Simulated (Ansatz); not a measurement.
# Si2NH7 (SMILES [SiH3]N[SiH3]): CCSD/MIDI (sfX2C, density fitting with def2-universal-jkfit, def2-TZVP-rifit for correlation, start density atoms)

What is the vertical electron affinity of Si2NH7 at CCSD/MIDI (sfX2C, density fitting with def2-universal-jkfit, def2-TZVP-rifit for correlation, start density atoms)? 

The calculation is run with Ansatz 0.2.0.

8 further runs of the same task are left out: 2 for a known fault of the program, 1 that didn't finish, 5 set aside as unsound or not needed. Runs told in other sessions of the task aren't counted.

### 1 The molecule

Si2NH7 has 10 atoms, charge 0, and is taken as a singlet. As SMILES, `[SiH3]N[SiH3]`. Geometry: relaxed at PBE0-D4/def2-TZVP.

Bond lengths: Si1–N2 1.726 Å, N2–Si3 1.726 Å, Si1–H4 1.484 Å, Si1–H5 1.490 Å, Si1–H6 1.488 Å, N2–H7 1.011 Å, Si3–H8 1.484 Å, Si3–H9 1.488 Å, Si3–H10 1.490 Å. Some angles: Si1–N2–Si3 128.9°, Si1–N2–H7 115.5°, Si3–N2–H7 115.5°, N2–Si1–H4 107.4°, N2–Si1–H5 112.6°, N2–Si1–H6 110.9°, N2–Si3–H8 107.4°, N2–Si3–H9 110.9°, N2–Si3–H10 112.6°, H4–Si1–H5 109.0°.

### 2 Energy and forces at CCSD/MIDI (sfX2C, density fitting with def2-universal-jkfit, def2-TZVP-rifit for correlation, start density atoms)

File job.yaml:

```yaml
crystal:
  periodic: [false, false, false]
  atoms:
    - {symbol: Si, position_ang: [-1.042800, 0.758390, -0.879990]}
    - {symbol: "N", position_ang: [0.119990, 0.500410, 0.368670]}
    - {symbol: Si, position_ang: [0.995830, -0.935260, 0.755390]}
    - {symbol: H, position_ang: [-1.373610, -0.567260, -1.458240]}
    - {symbol: H, position_ang: [-0.532280, 1.645360, -1.962590]}
    - {symbol: H, position_ang: [-2.274280, 1.393560, -0.336440]}
    - {symbol: H, position_ang: [0.361990, 1.317290, 0.912940]}
    - {symbol: H, position_ang: [0.403090, -2.042290, -0.034740]}
    - {symbol: H, position_ang: [0.897240, -1.243020, 2.208320]}
    - {symbol: H, position_ang: [2.444830, -0.827180, 0.426680]}
basis:
  gaussian:
    orbitals: MIDI.json
    fitting: {mean_field: def2-universal-jkfit, correlation: def2-TZVP-rifit.json}
hamiltonian: {pseudopotentials: {relativity: scalar}}
scf: {lower_state_search: off}
correlation: {method: ccsd, electrons: outside_noble_gas}
output: {forces: true}
```

The basis set MIDI is read from a file made from the Basis Set Exchange's data (not shown).

Command:

```sh
$ ansatz run job.yaml --threads 1 --pin off --max-ram 3480MiB --events-out events.jsonl --progress --plain --runs-dir runs
```

The program printed, cut to the lines that bear on the results:

```text
Warning: RAYON_NUM_THREADS=1 ignored (pool sized by the plan → 1); use --threads N
Functional definition: HF
  name "HF"
[...]
459 factors; integrals over basis functions are off by at most 3.3e-2 eV
407 factors; integrals over basis functions are off by at most 2.3e-1 eV
[...]
mean field -17251.51550667 eV, -633.9815013728 hartree, gradient 1.7e-6 eV, S^2 0.000000; 0 other end points of the search recorded, 0 dependent functions left out
11 core orbitals not correlated: weight in the atoms' cores, before any rotation towards them, 0.999 or more for the frozen orbitals, at most 0.000 for the correlated occupied ones
reference -17251.51550667 eV, -633.9815013728 hartree; 10, 10 occupied and 28, 28 virtual orbitals, 407 factors
second order -5.59519573 eV of doubles, -0.00000000 eV of singles
cycle   1  -6.22775425 eV  change   -6.3e-1 eV  update   8.0e-2
[...]
cycle   9  -6.65588893 eV  change    2.5e-6 eV  update   4.0e-6
[...]
Total energy: -17258.17139560 eV, -634.2261007796 hartree
Relativity: scalar
Atom 0 at    -1.042800     0.758390    -0.879990 Å, force     0.153323    -0.060710     0.241629 eV/Å
Atom 1 at     0.119990     0.500410     0.368670 Å, force     0.033857     0.225092     0.190890 eV/Å
Atom 2 at     0.995830    -0.935260     0.755390 Å, force    -0.187579     0.222466    -0.031762 eV/Å
Atom 3 at    -1.373610    -0.567260    -1.458240 Å, force    -0.249674    -0.734547    -0.428229 eV/Å
Atom 4 at    -0.532280     1.645360    -1.962590 Å, force     0.154423     0.550798    -0.781530 eV/Å
Atom 5 at    -2.274280     1.393560    -0.336440 Å, force    -0.801932     0.412164     0.159725 eV/Å
Atom 6 at     0.361990     1.317290     0.912940 Å, force     0.141367     0.529886     0.372754 eV/Å
Atom 7 at     0.403090    -2.042290    -0.034740 Å, force    -0.263880    -0.722209    -0.440379 eV/Å
Atom 8 at     0.897240    -1.243020     2.208320 Å, force     0.068389    -0.311947     0.858348 eV/Å
Atom 9 at     2.444830    -0.827180     0.426680 Å, force     0.951706    -0.110994    -0.141447 eV/Å
Dipole moment:     0.024092     0.092706     0.065965 e Å
Checks for a lower state left out: starts, cluster_reference, orbital_swaps, neighbouring_geometries, increment
```

It took 0.95 s on 1 thread of Arm Neoverse V2, shared host; peak memory 0.27 GiB.

### 3 The doublet anion

job.yaml: that of step 2 with these lines changed.

```diff
@@ -17,5 +17,7 @@
     fitting: {mean_field: def2-universal-jkfit, correlation: def2-TZVP-rifit.json}
+total_charge: -1
+magnetization: {spin_polarized: true, initial_magnetization: 1}
 hamiltonian: {pseudopotentials: {relativity: scalar}}
-scf: {lower_state_search: off}
 correlation: {method: ccsd, electrons: outside_noble_gas}
+scf: {lower_state_search: "off"}
 output: {forces: true}
```

The basis set MIDI is read from a file made from the Basis Set Exchange's data (not shown).

Command:

```sh
$ ansatz run job.yaml --threads 1 --pin off --max-ram 3480MiB --events-out events.jsonl --progress --plain --runs-dir runs
```

The program printed, cut to the lines that bear on the results:

```text
Warning: RAYON_NUM_THREADS=1 ignored (pool sized by the plan → 1); use --threads N
[... 2 set-up lines as earlier in the session ...]
[...]
459 factors; integrals over basis functions are off by at most 3.3e-2 eV
407 factors; integrals over basis functions are off by at most 2.3e-1 eV
[...]
mean field -17248.03990063 eV, -633.8537752067 hartree, gradient 2.1e-6 eV, S^2 0.763866; 0 other end points of the search recorded, 0 dependent functions left out
11 core orbitals not correlated: weight in the atoms' cores, before any rotation towards them, 0.999 or more for the frozen orbitals, at most 0.000 for the correlated occupied ones
reference -17248.03990063 eV, -633.8537752067 hartree; 11, 10 occupied and 27, 28 virtual orbitals, 407 factors
second order -5.85861193 eV of doubles, -0.00000000 eV of singles
cycle   1  -6.46020373 eV  change   -6.0e-1 eV  update   8.7e-2
[...]
cycle  14  -6.91835177 eV  change    1.5e-6 eV  update   9.4e-7
[...]
Atom 1 at     0.119990     0.500410     0.368670 Å, force    -0.321759    -0.269354     0.122196 eV/Å
Atom 2 at     0.995830    -0.935260     0.755390 Å, force     0.627256    -0.014260     0.561593 eV/Å
Atom 3 at    -1.373610    -0.567260    -1.458240 Å, force    -0.145864    -0.980193    -0.380406 eV/Å
Atom 4 at    -0.532280     1.645360    -1.962590 Å, force    -0.090242     0.612184    -1.068753 eV/Å
Atom 5 at    -2.274280     1.393560    -0.336440 Å, force    -1.053624     0.467427    -0.052605 eV/Å
Atom 6 at     0.361990     1.317290     0.912940 Å, force     0.371213     1.158272     0.737105 eV/Å
Atom 7 at     0.403090    -2.042290    -0.034740 Å, force    -0.456949    -0.721217    -0.630735 eV/Å
Atom 8 at     0.897240    -1.243020     2.208320 Å, force     0.217948    -0.590421     0.967632 eV/Å
Atom 9 at     2.444830    -0.827180     0.426680 Å, force     1.157781    -0.423708    -0.067121 eV/Å
Dipole moment:    -0.055962    -0.116476    -0.050916 e Å
Checks for a lower state left out: starts, cluster_reference, orbital_swaps, neighbouring_geometries, increment
```

Run time: 3.9 s. Hardware: 1 thread of Arm Neoverse V2, shared host; peak memory 0.27 GiB.

### 4 Results

At CCSD/MIDI (sfX2C, density fitting with def2-universal-jkfit, def2-TZVP-rifit for correlation, start density atoms), 11 core orbitals frozen:

```
                                                    quantity          value
                                singlet Si2NH7: total energy  -634.22610 Eh
          singlet Si2NH7: dipole moment (correlated density)         0.56 D
singlet Si2NH7: correlation energy (11 core orbitals frozen)     -244.6 mEh
                               singlet Si2NH7: T1 diagnostic          0.009
                    singlet Si2NH7: largest force on an atom     0.969 eV/Å
                                 doublet anion: total energy  -634.10802 Eh
 doublet anion: correlation energy (11 core orbitals frozen)     -254.2 mEh
            doublet anion: ⟨S²⟩ of the reference determinant          0.764
                                doublet anion: T1 diagnostic          0.013
                     doublet anion: largest force on an atom     1.422 eV/Å
           vertical electron affinity (to the doublet anion)      -3.213 eV
```

The anion lies 3.21 eV (310 kJ/mol) above the neutral: the electron isn't bound at this level, and such a value depends on the basis. Without diffuse functions anions come out too high. The largest force (singlet Si2NH7) is 0.97 eV/Å: the shape isn't a stationary point for this species at this level.
